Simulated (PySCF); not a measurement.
**Static response to an electric field**

Compound: butyric acid, C4H8O2.
Structure used (PBE0-D3(BJ)/def2-TZVP), in Å, numbered top down from 1:
```
atom  x, y, z in Å
C1    -1.7884   -0.2969    0.7795
C2    -0.5336    0.5338    0.5787
C3     0.5411   -0.2293   -0.1692
C4     1.7867    0.5713   -0.4095
O5     1.9774    1.7038   -0.0594
O6     2.7094   -0.1385   -1.0866
H7    -2.5580    0.2712    1.3055
H8    -2.2094   -0.6186   -0.1772
H9    -1.5806   -1.1961    1.3662
H10   -0.7682    1.4505    0.0314
H11   -0.1358    0.8582    1.5439
H12    0.1792   -0.5770   -1.1432
H13    0.8337   -1.1377    0.3694
H14    3.4744    0.4428   -1.1986
```

Level: CAM-B3LYP/aug-cc-pVTZ (PySCF), static field, nuclei fixed, core orbitals frozen in the response. The polarisability tensor in these axes (au):

```
x   65.29  3.17 -6.85
y    3.17 57.22  2.71
z   -6.85  2.71 50.57
```

Q: Diagonalise the tensor; give its mean and Δα, where Δα² is half the sum of the squared differences of the eigenvalues.

A: Principal values 46.58, 58.15 and 68.35 au; mean 57.69 au = 8.55 Å³ = 9.51 × 10⁻⁴⁰ C²·m²/J; Δα = 18.87 au (33 % of the mean).

Q: What is the dipole moment, and where does it point?

A: (-0.42, -1.50, -0.39) D, 1.61 D in size, pointing from the negative to the positive side. Measured along this direction, the outermost atoms are O5 at the negative end and H9 and H8 at the positive end.

Q: Directions of the eigenvectors, and the extent of the frame along each?

A: Largest value along (0.93, 0.18, -0.33), where the nuclei span 6.44 Å; middle along (-0.05, 0.93, 0.38), 2.43 Å; least along (0.37, -0.33, 0.87), 1.78 Å. The response follows the extents in order.

Q: Orientational against electronic polarisability at 400 K (dilute gas, rigid molecules)?

A: In Gaussian units μ²/3kT = 15.60 Å³ against 8.55 Å³, a ratio of 1.82; the Debye molar polarisation (4π/3)N_A(α + μ²/3kT) is 60.9 cm³/mol, leaving out the vibrational part.

Q: Refractivity n − 1 of an ideal gas of it at 298.15 K and 1 atm, from the electronic α?

A: N = p/kT = 2.4615 × 10¹⁹ cm⁻³, so n − 1 = 2π × N × 8.55 × 10⁻²⁴ cm³ = 1322 × 10⁻⁶ at long wavelengths, for an ideal gas.

Q: Sum over states: ᾱ = Σ f/ω², ω in Eh. What share falls to these 10 lowest TDDFT singlets (eV, f)? 5.97, 0.0001; 7.16, 0.0528; 7.92, 0.0046; 8.10, 0.0019; 8.20, 0.0000; 8.30, 0.0025; 8.53, 0.0052; 8.60, 0.0765; 8.70, 0.0369; 8.96, 0.0124.

A: They add up to 2.16 au, 3.7 % of the 57.69 au; the largest single term is 0.77 au, from the state at 8.60 eV. Terms in order: 0.00, 0.76, 0.05, 0.02, 0.00, 0.03, 0.05, 0.77, 0.36, 0.11 au. Higher excitations give the rest. The strengths listed sum to 0.193.

Q: Find the Langevin capture rate constant for H3+ (3.023 u) meeting this molecule (88.052 u), k = 2.342 × 10⁻⁹ cm³/s × √(α in Å³ / reduced mass in u).

A: The reduced mass is 2.92 u, so k = 4.01 × 10⁻⁹ cm³/s. The formula leaves out the permanent dipole, which adds to the capture rate.

Isolated species at its PBE0-D3(BJ)/def2-TZVP geometry (one conformer only).
